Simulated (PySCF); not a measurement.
SMILES C(=C)P(=C)(C)C, C5H11P

Geometry:
| atom | x (Å) | y (Å) | z (Å) |
| --- | --- | --- | --- |
| C1 | 2.204 | -1.021 | 0.030 |
| C2 | 1.484 | 0.076 | 0.233 |
| P3 | -0.345 | 0.159 | 0.257 |
| C4 | -1.343 | 0.035 | 1.639 |
| C5 | -0.865 | -1.102 | -0.949 |
| C6 | -0.653 | 1.761 | -0.553 |
| H7 | 3.268 | -1.046 | 0.202 |
| H8 | 1.762 | -1.927 | -0.352 |
| H9 | 1.951 | 0.964 | 0.653 |
| H10 | -1.158 | 0.858 | 2.328 |
| H11 | -1.194 | -0.923 | 2.136 |
| H12 | -0.268 | -1.045 | -1.858 |
| H13 | -0.765 | -2.089 | -0.500 |
| H14 | -1.917 | -0.927 | -1.170 |
| H15 | -1.732 | 1.891 | -0.629 |
| H16 | -0.244 | 2.560 | 0.063 |
| H17 | -0.192 | 1.788 | -1.538 |

Level of theory: PySCF 2.14.0, GIAO OPBE/STO-3G magnetisability, rotational g tensor and spin-rotation constants, non-relativistic, gas phase. Geometry: GFN2-xTB.

Q: What are the magnetisability and the molar susceptibility?

A: Isotropic -1265 × 10⁻³⁰ J/T², or -76.2 × 10⁻⁶ cm³/mol; principal values -1364, -1249, -1182 × 10⁻³⁰ J/T², anisotropy 159 × 10⁻³⁰ J/T² (root of half the summed squared differences of the principal values). The susceptibility is in cgs units.

Q: Split it along the inertial axes a, b, c into diamagnetic and paramagnetic parts about the centre of mass, with the quadrupole moment.

A: 
```csv
axis,χ (10⁻⁶ cm³/mol),diamagnetic (10⁻⁶ cm³/mol),paramagnetic (10⁻⁶ cm³/mol),summed x² of all electrons (Å²),quadrupole Θ (D Å)
a,-75.4,-463.4,388.0,110.4,-4.63
b,-72.9,-686.5,613.6,57.8,+4.32
c,-80.2,-713.9,633.6,51.4,+0.32
```
Anisotropies 2χaa − χbb − χcc = +2.4 and 2χbb − χaa − χcc = +9.8 × 10⁻⁶ cm³/mol. Θ is traceless in Buckingham's convention.

Q: And the rotational g tensor?

A: 
| axis | rotational constant (GHz) | g | nuclear part | electronic part |
| --- | --- | --- | --- | --- |
| a | 3.5793 | -0.0009 | 0.6515 | -0.6524 |
| b | 2.1476 | -0.0083 | 0.6108 | -0.6191 |
| c | 2.0592 | +0.0014 | 0.6143 | -0.6130 |

Asymmetric top; isotopes 12C, 1H, 31P; no vibrational averaging.
